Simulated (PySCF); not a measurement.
# CH2ClF (chlorofluoromethane) at CCSDT/STO-6G

What is the vertical ionisation energy of CH2ClF (chlorofluoromethane) at CCSDT/STO-6G? Input form: a Python script.

Program for the calculation: PySCF 2.14.0.

5 further runs of the same task are left out: 5 set aside as unsound or not needed.

### 1 The molecule

CH2ClF has 5 atoms, charge 0, and is taken as a singlet. As SMILES, `FCCl`. Geometry: relaxed at PBE0-D4/def2-TZVP.

Bond lengths: F1–C2 1.355 Å, C2–Cl3 1.766 Å, C2–H4 1.089 Å, C2–H5 1.089 Å. Angles: F1–C2–Cl3 110.5°, F1–C2–H4 109.3°, F1–C2–H5 109.3°, Cl3–C2–H4 107.8°, Cl3–C2–H5 107.8°, H4–C2–H5 112.3°.

### 2 The energy at CCSDT/STO-6G

Contents of job.py:

```python
from pyscf import gto, cc

mol = gto.Mole()
mol.atom = '''
F       -0.970450       0.560520       0.766500
C        0.083560       0.089320       0.058070
Cl      -0.422970      -1.232890      -0.998060
H        0.832130      -0.302600       0.745580
H        0.477720       0.885670      -0.572080
'''
mol.charge = 0
mol.verbose = 4
mol.max_memory = 1860
mol.basis = 'sto-6g'
mol.build()

mf = mol.RHF()
mf.conv_tol = 1e-10
mf.kernel()
if not mf.converged:
    mf = mf.newton().run(mf.mo_coeff, mf.mo_occ)

mycc = cc.CCSDT(mf, frozen=7)
mycc.kernel()
energy = mycc.e_tot
print('Final energy', energy)
```

Started as:

```
$ OMP_NUM_THREADS=1 python job.py
```

Standard output:

```text
PySCF version 2.14.0

[INPUT] num. atoms = 5
[INPUT] num. electrons = 34
[INPUT] charge = 0
[INPUT] spin (= nelec alpha-beta = 2S) = 0
[INPUT] symmetry False subgroup None
[INPUT] Mole.unit = angstrom
[INPUT] Symbol           X                Y                Z      unit          X                Y                Z       unit  Magmom
[INPUT]  1 F     -0.970450000000   0.560520000000   0.766500000000 AA   -1.833884717584   1.059229287341   1.448475074479 Bohr   0.0
[INPUT]  2 C      0.083560000000   0.089320000000   0.058070000000 AA    0.157905514969   0.168790337446   0.109736396053 Bohr   0.0
[INPUT]  3 Cl    -0.422970000000  -1.232890000000  -0.998060000000 AA   -0.799297458907  -2.329824441715  -1.886060055883 Bohr   0.0
[INPUT]  4 H      0.832130000000  -0.302600000000   0.745580000000 AA    1.572497800034  -0.571831125293   1.408942003953 Bohr   0.0
[INPUT]  5 H      0.477720000000   0.885670000000  -0.572080000000 AA    0.902759964227   1.673673736744  -1.081074521341 Bohr   0.0

nuclear repulsion = 101.66988924349
number of shells = 13
number of NR pGTOs = 126
number of NR cGTOs = 21
basis = sto-6g
ecp = {}

******** <class 'pyscf.scf.hf.RHF'> ********
method = RHF
initial guess = minao
damping factor = 0
level_shift factor = 0
DIIS = <class 'pyscf.scf.diis.CDIIS'>
diis_start_cycle = 1
diis_space = 8
diis_damp = 0
SCF conv_tol = 1e-10
SCF conv_tol_grad = None
SCF max_cycles = 50
direct_scf = True
direct_scf_tol = 1e-13
Set gradient conv threshold to 1e-05
Initial guess from minao.
init E= -595.846268791308
  HOMO = -0.361608479315267  LUMO = 0.228194724761865  gap/eV = 16.04936
cycle= 1 E= -595.765656905562  delta_E= 0.0806  |g|= 0.517  |ddm|= 2.58
  HOMO = -0.377740154059764  LUMO = 0.267316341407395  gap/eV = 17.55288
cycle= 2 E= -595.86896848955  delta_E= -0.103  |g|= 0.167  |ddm|= 0.967
  HOMO = -0.387658589972511  LUMO = 0.356117928043116  gap/eV = 20.23919
cycle= 3 E= -595.877705356798  delta_E= -0.00874  |g|= 0.0298  |ddm|= 0.218
  HOMO = -0.396198049069982  LUMO = 0.355106217971717  gap/eV = 20.44403
cycle= 4 E= -595.878350158073  delta_E= -0.000645  |g|= 0.00386  |ddm|= 0.0883
  HOMO = -0.396043059270322  LUMO = 0.354758547732393  gap/eV = 20.43035
cycle= 5 E= -595.878361667925  delta_E= -1.15e-05  |g|= 0.000771  |ddm|= 0.0111
  HOMO = -0.395898307051753  LUMO = 0.355084922105525  gap/eV = 20.43529
cycle= 6 E= -595.8783620904  delta_E= -4.22e-07  |g|= 9.04e-05  |ddm|= 0.00226
  HOMO = -0.395895336682634  LUMO = 0.355054783439543  gap/eV = 20.43439
cycle= 7 E= -595.878362096529  delta_E= -6.13e-09  |g|= 1.81e-05  |ddm|= 0.000266
  HOMO = -0.395895998161556  LUMO = 0.355062092775723  gap/eV = 20.43461
cycle= 8 E= -595.878362096811  delta_E= -2.82e-10  |g|= 4.7e-06  |ddm|= 5.51e-05
  HOMO = -0.395895421309083  LUMO = 0.355060222325245  gap/eV = 20.43454
cycle= 9 E= -595.87836209683  delta_E= -1.9e-11  |g|= 5.66e-07  |ddm|= 1.69e-05
  HOMO = -0.39589561865979  LUMO = 0.355060311950842  gap/eV = 20.43455
Extra cycle  E= -595.87836209683  delta_E= -1.14e-13  |g|= 2.28e-07  |ddm|= 1.3e-06
converged SCF energy = -595.87836209683

******** <class 'pyscf.cc.rccsdt.RCCSDT'> ********
RCCSDT nocc = 10, nmo = 14
Allocating only the i<=j<=k part of the T3 amplitude in memory
frozen orbitals 7
max_cycle = 50
conv_tol = 1e-07
conv_tol_normt = 1e-06
diis with the T3 amplitude
diis_space = 6
diis_start_cycle = 0
diis_start_energy_diff = 1e+09
einsum_backend: numpy
_make_eris_incore_RCCSDT
blksize  8    blksize_oovv  4    blksize_oooo  4    blksize_vvvv  1

WARN: A large `blksize` is being used, which may cause large memory consumption
      for storing contraction intermediates. If memory is sufficient, consider using
      `pyscf.cc.rccsdt_highm.RCCSDT` instead.

Approximate memory usage estimate
    T3 memory                 110 KB
    R3 memory                 110 KB
    Symmetrized T3 memory    55.0 KB
    ERIs memory               300 KB
    T1-ERIs memory            300 KB
    Intermediates memory      300 KB
    Block workspace           112 KB
    T3 einsum buffer          112 KB
Init t2, MP2 energy = -595.955468431224  E_corr(MP2) -0.077106334394
Init E_corr(RCCSDT) = -0.0771063343938426
cycle =  1  E_corr(RCCSDT) = -0.092508716167  dE = -1.540238177358e-02  norm(d tamps) = 5.16720611e-02
cycle =  2  E_corr(RCCSDT) = -0.099586408403  dE = -7.077692235627e-03  norm(d tamps) = 2.14947297e-02
cycle =  3  E_corr(RCCSDT) = -0.101630964712  dE = -2.044556309110e-03  norm(d tamps) = 9.79363563e-03
cycle =  4  E_corr(RCCSDT) = -0.103488549697  dE = -1.857584984435e-03  norm(d tamps) = 5.24107331e-03
cycle =  5  E_corr(RCCSDT) = -0.103534497656  dE = -4.594795974844e-05  norm(d tamps) = 9.37895565e-04
cycle =  6  E_corr(RCCSDT) = -0.103521558338  dE =  1.293931814096e-05  norm(d tamps) = 4.38242695e-04
cycle =  7  E_corr(RCCSDT) = -0.103517965486  dE =  3.592852279119e-06  norm(d tamps) = 1.22548701e-04
cycle =  8  E_corr(RCCSDT) = -0.103517331584  dE =  6.339020112711e-07  norm(d tamps) = 5.65273171e-05
cycle =  9  E_corr(RCCSDT) = -0.103515860046  dE =  1.471538226772e-06  norm(d tamps) = 2.65049865e-05
cycle = 10  E_corr(RCCSDT) = -0.103516335711  dE = -4.756649416710e-07  norm(d tamps) = 6.90102238e-06
cycle = 11  E_corr(RCCSDT) = -0.103516518415  dE = -1.827040447128e-07  norm(d tamps) = 3.07686232e-06
cycle = 12  E_corr(RCCSDT) = -0.103516726707  dE = -2.082926846281e-07  norm(d tamps) = 1.30648076e-06
cycle = 13  E_corr(RCCSDT) = -0.103516780030  dE = -5.332311867057e-08  norm(d tamps) = 5.30772682e-07
RCCSDT converged
E(RCCSDT) = -595.9818788768607   E_corr = -0.1035167800304753
E_corr(same-spin) = -0.00846271470159935
E_corr(oppo-spin) = -0.0950540653288759
Final energy -595.9818788768607
```

Run time: 1.4 s. Hardware: 1 thread of Arm Neoverse V2, shared host; peak memory 0.12 GiB.

### 3 The doublet cation at the same level

Contents of job.py:

```python
from pyscf import gto, scf, cc

mol = gto.M(
    atom='''
F     -0.970450     0.560520     0.766500
C      0.083560     0.089320     0.058070
Cl    -0.422970    -1.232890    -0.998060
H      0.832130    -0.302600     0.745580
H      0.477720     0.885670    -0.572080
''',
    spin=1,
    charge=1,
    verbose=3,
    basis='sto-6g',
    max_memory=1860,
)

calc0 = scf.UHF(mol)
calc0.conv_tol = 1e-10
calc0.kernel()
if not calc0.converged:
    calc0 = calc0.newton().run(calc0.mo_coeff, calc0.mo_occ)

mycc = cc.CCSDT(calc0, frozen=7)
mycc.kernel()
etot = mycc.e_tot
print('E = %.10f Eh' % etot)
```

Started as:

```
$ OMP_NUM_THREADS=1 python job.py
```

Standard output:

```text
converged SCF energy = -595.509340982674  <S^2> = 0.75295626  2S+1 = 2.0029541
_make_eris_incore_UCCSDT

WARN: A large `blksize_v_aaa` is being used, which may cause large memory consumption
      for storing contraction intermediates. If memory is sufficient, consider using
      `pyscf.cc.uccsdt_highm.UCCSDT` instead.

WARN: A large `blksize_v_aab` is being used, which may cause large memory consumption
      for storing contraction intermediates. If memory is sufficient, consider using
      `pyscf.cc.uccsdt_highm.UCCSDT` instead.

UCCSDT converged
E(UCCSDT) = -595.6255273320687   E_corr = -0.1161863493946836
E_corr(same-spin) = -0.0170263079441602
E_corr(oppo-spin) = -0.0991600414505234
E = -595.6255273321 Eh
```

Run time: 3.9 s. Hardware: 1 thread of Arm Neoverse V2, shared host; peak memory 0.11 GiB.

### 4 Outcome

At CCSDT/STO-6G, 7 core orbitals frozen:

| quantity | value |
| --- | --- |
| singlet CH2ClF: total energy | -595.98188 Eh |
| singlet CH2ClF: dipole moment (Hartree–Fock density) | 2.09 D |
| singlet CH2ClF: HOMO energy (Hartree–Fock orbitals) | -10.77 eV |
| singlet CH2ClF: LUMO energy (Hartree–Fock orbitals) | 9.66 eV |
| singlet CH2ClF: HOMO–LUMO gap (Hartree–Fock orbitals) | 20.43 eV |
| singlet CH2ClF: correlation energy (7 core orbitals frozen) | -103.5 mEh |
| singlet CH2ClF: T1 diagnostic | 0.007 |
| doublet cation: total energy | -595.62553 Eh |
| doublet cation: HOMO energy (Hartree–Fock orbitals) (highest over α and β) | -20.15 eV |
| doublet cation: LUMO energy (Hartree–Fock orbitals) (lowest over α and β) | -9.22 eV |
| doublet cation: correlation energy (7 core orbitals frozen) | -116.2 mEh |
| doublet cation: ⟨S²⟩ of the reference determinant | 0.753 |
| doublet cation: T1 diagnostic | 0.075 |
| vertical ionisation energy (to the doublet cation) | 9.697 eV |

The vertical ionisation energy comes to 9.70 eV (936 kJ/mol). In a minimal basis such a difference can be off by several eV, whatever the method. The T1 diagnostic (doublet cation) of 0.075 is above the customary mark for such species, so a single reference may not serve.
